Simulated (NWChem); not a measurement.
System: ethanol (C2H6O); SMILES CCO

The following NWChem deck was run.

```
start job
memory heap 200 mb stack 900 mb global 1100 mb
geometry units angstroms noautoz
  C      0.248698    -1.203641     0.033018
  C     -0.541542     0.090016    -0.018908
  O      0.265684     1.233055     0.084748
  H     -0.416728    -2.080766     0.008403
  H      0.852809    -1.250118     0.951796
  H      0.934462    -1.285843    -0.827244
  H     -1.165352     0.112434    -0.936439
  H     -1.242518     0.134033     0.830254
  H      0.876841     1.231942    -0.659191
end
basis spherical
  * library 6-31g*
end
dft
  xc b3lyp
  iterations 150
  mulliken
end
task dft energy
```

Structure relaxed at the PBE0/def2-SVP level. B3LYP is NWChem's, with the RPA form of VWN correlation.

Question: Predict the main results of this run. (B3LYP/6-31G* (spherical d).) Quantities: basis functions; energy (Ha); highest occupied level (eV); orbital gap (eV); dipole (D).

Answer: The number of basis functions is 54. The energy (Ha) is -155.03 and the highest occupied level (eV) comes out as -7.16. The orbital gap (eV) is 9.28 and the dipole (D) is 1.62.
